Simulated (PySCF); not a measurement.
## Functional benchmark on one molecule

Molecule: `C(CC)C(N)=O`, C4H9NO.

Molfile (atoms numbered from 1):
```
C4H9NO
     RDKit          3D

 15 14  0  0  0  0  0  0  0  0999 V2000
   -2.2151   -0.4238   -0.3051 C   0  0  0  0  0  0  0  0  0  0  0  0
   -0.7526   -0.4175   -0.7161 C   0  0  0  0  0  0  0  0  0  0  0  0
    0.1585    0.1768    0.3426 C   0  0  0  0  0  0  0  0  0  0  0  0
    1.6086    0.2629   -0.1045 C   0  0  0  0  0  0  0  0  0  0  0  0
    2.4861    0.6180    0.8731 N   0  0  0  0  0  0  0  0  0  0  0  0
    1.9612    0.0452   -1.2449 O   0  0  0  0  0  0  0  0  0  0  0  0
   -2.5865    0.5974   -0.1199 H   0  0  0  0  0  0  0  0  0  0  0  0
   -2.8490   -0.8693   -1.0863 H   0  0  0  0  0  0  0  0  0  0  0  0
   -2.3739   -1.0027    0.6195 H   0  0  0  0  0  0  0  0  0  0  0  0
   -0.4144   -1.4412   -0.9445 H   0  0  0  0  0  0  0  0  0  0  0  0
   -0.6125    0.1466   -1.6513 H   0  0  0  0  0  0  0  0  0  0  0  0
   -0.1734    1.1982    0.6056 H   0  0  0  0  0  0  0  0  0  0  0  0
    0.1037   -0.4038    1.2809 H   0  0  0  0  0  0  0  0  0  0  0  0
    2.1974    0.7976    1.8229 H   0  0  0  0  0  0  0  0  0  0  0  0
    3.4622    0.7155    0.6283 H   0  0  0  0  0  0  0  0  0  0  0  0
  1  2  1  0
  2  3  1  0
  3  4  1  0
  4  5  1  0
  4  6  2  0
  1  7  1  0
  1  8  1  0
  1  9  1  0
  2 10  1  0
  2 11  1  0
  3 12  1  0
  3 13  1  0
  5 14  1  0
  5 15  1  0
M  END
```

Geometry PBE0-D3(BJ)/def2-SVP throughout; GIAO in PySCF, gas phase, one conformer, non-relativistic; equivalent atoms averaged; basis pcSseg-1.

Reference values (measured; solution, not stated per compound (mostly CDCl3 or CCl4); Pretsch, Buehlmann, Badertscher, Structure Determination of Organic Compounds, 4th ed. (2009)): δ(H12/H13) = 2.19 ppm, δ(H10/H11) = 1.68 ppm, δ(H7/H8/H9) = 0.99 ppm. Computed shifts are taken against TMS, calculated as an isolated molecule at each level.

Problem. How do the functionals HF, LDA, PBE, BLYP, BP86, OPBE, KT2, KT3, B97-D, B3LYP, PBE0, mPW1PW91, WP04, B97-2, BHandHLYP, CAM-B3LYP, wB97X-D, LC-wPBE perform against the reference? Times are CPU seconds on shared hosts with different chips, so compare them loosely; the GGAs took longer than the global hybrids here, which isn't the general rule, and the cause wasn't traced.

Solution. 
```
functional                    kind  H12/H13  H10/H11  H7/H8/H9  mean abs. error H  core-s
        HF            Hartree–Fock     1.58     1.55      0.96               0.26     5.8
       LDA                     LDA     1.91     1.52      0.90               0.18      17
       PBE                     GGA     1.85     1.52      0.92               0.19      20
      BLYP                     GGA     1.84     1.55      0.95               0.17      20
      BP86                     GGA     1.85     1.52      0.93               0.19      20
      OPBE                     GGA     1.84     1.53      0.91               0.19      21
       KT2                     GGA     1.81     1.51      0.93               0.20      19
       KT3                     GGA     1.80     1.54      0.93               0.20      20
     B97-D                     GGA     1.85     1.55      0.95               0.17      19
     B3LYP           global hybrid     1.77     1.54      0.94               0.20      14
      PBE0           global hybrid     1.75     1.52      0.92               0.22      13
  mPW1PW91           global hybrid     1.75     1.51      0.91               0.23      14
      WP04           global hybrid     1.72     1.54      0.90               0.23      14
     B97-2           global hybrid     1.75     1.53      0.93               0.22      12
 BHandHLYP           global hybrid     1.68     1.55      0.94               0.23      15
 CAM-B3LYP  range-separated hybrid     1.73     1.53      0.93               0.22      18
   wB97X-D  range-separated hybrid     1.71     1.50      0.92               0.24      17
   LC-wPBE  range-separated hybrid     1.68     1.46      0.89               0.28      23
```

For $^{1}$H the closest is B97-D (0.17 ppm, with BLYP, LDA, BP86, PBE, OPBE, KT3 practically level) and the furthest LC-wPBE (0.28 ppm). One molecule is a small sample, and vibrational and solvent effects are absent from the calculation.
